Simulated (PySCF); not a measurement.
# HF at other levels of theory

What do other methods print for HF?

Program: PySCF 2.14.0. Level of theory: each script names its method and basis. These are calculated values, not measurements.

3 further runs of the same task are left out: 3 that didn't finish.

**1. The system as given**

HF: 2 atoms, charge 0, spin multiplicity 1.

Bond lengths: H1–F2 0.935 Å.

**2. The run that the others are compared with**

Input file input.py:

```python
from pyscf import gto, dft

mol = gto.M(
    atom='H 0 0 0; F 0 0 0.935',
    basis='lanl2dz',
    charge=0,
    spin=0,
    verbose=4,
)
mf = dft.UKS(mol, xc='b3lyp5')
mf.kernel()
mf.dip_moment()
print('orbital energies (hartree):', [e[max(0, n-3):n+3].round(4) for e, n in zip(mf.mo_energy, mol.nelec)])
```

The run is started by

```
$ OMP_NUM_THREADS=1 python input.py
```

**3. Revpbe**

Edit 1 changes functional: b3lyp5 → revpbe.

input.py, as its differences from that of step 2:

```diff
@@ -9,3 +9,3 @@
 )
-mf = dft.UKS(mol, xc='b3lyp5')
+mf = dft.UKS(mol, xc='revpbe')
 mf.kernel()
```

**4. TDA**

Edit 2 changes step after the SCF: none → tda; number of roots: none → 4.

input.py, as its differences from that of step 2:

```diff
@@ -1,2 +1,2 @@
-from pyscf import gto, dft
+from pyscf import gto, dft, tdscf
 
@@ -11,2 +11,6 @@
 mf.kernel()
+td = tdscf.TDA(mf)
+td.nstates = 4
+td.kernel()
+td.analyze()
 mf.dip_moment()
```

**5. Gradient**

Edit 3 changes step after the SCF: none → gradient.

input.py, as its differences from that of step 2:

```diff
@@ -11,2 +11,5 @@
 mf.kernel()
+g = mf.nuc_grad_method()
+g.grid_response = True
+g.kernel()
 mf.dip_moment()
```

**6. Geometry optimisation**

Edit 4 changes step after the SCF: none → optimize.

Input file input.py:

```python
from pyscf import gto, dft
from pyscf.geomopt.geometric_solver import optimize

mol = gto.M(
    atom='H 0 0 0; F 0 0 0.935',
    basis='lanl2dz',
    charge=0,
    spin=0,
    verbose=4,
)
mf = dft.UKS(mol, xc='b3lyp5')
mf.kernel()
g = mf.nuc_grad_method()
g.grid_response = True
mol_eq = optimize(g.as_scanner(), maxsteps=30)
print('optimised geometry (angstrom)')
print(mol_eq.tostring('raw'))
print('orbital energies (hartree):', [e[max(0, n-3):n+3].round(4) for e, n in zip(mf.mo_energy, mol.nelec)])
```

**7. B3lyp**

Edit 5 changes functional: b3lyp5 → b3lyp.

input.py, as its differences from that of step 2:

```diff
@@ -9,3 +9,3 @@
 )
-mf = dft.UKS(mol, xc='b3lyp5')
+mf = dft.UKS(mol, xc='b3lyp')
 mf.kernel()
```

What does the calculation give? Wanted: for each run, E(SCF); from base; gap; SCF dipole; after the SCF.

**Answer**, as computed:

```
                  run  E(SCF) (hartree)  from base (eV)  cycles  gap (eV)  SCF dipole (D)              after the SCF
                 base       -100.408030               0       7     12.18            2.26                        n/a
               revpbe       -100.411113  not comparable       7      9.52            2.20                        n/a
                  TDA       -100.408030          0.0000       7     12.18            2.26  lowest root found 9.41 eV
             gradient       -100.408030          0.0000       7     12.18            2.26                        n/a
geometry optimisation       -100.408030          0.0000       7     12.18             n/a    bond 0.949 Å, -0.005 eV
                b3lyp       -100.445746  not comparable       7     12.19            2.26                        n/a
```

SCF columns refer to the geometry typed in the script.

In words: The gap between the frontier levels is 9.5 eV with revpbe (0 % exact exchange) and 12.2 eV with b3lyp (20 %): exact exchange opens it. Total energies of different functionals can't be compared with each other; differences within one functional can.
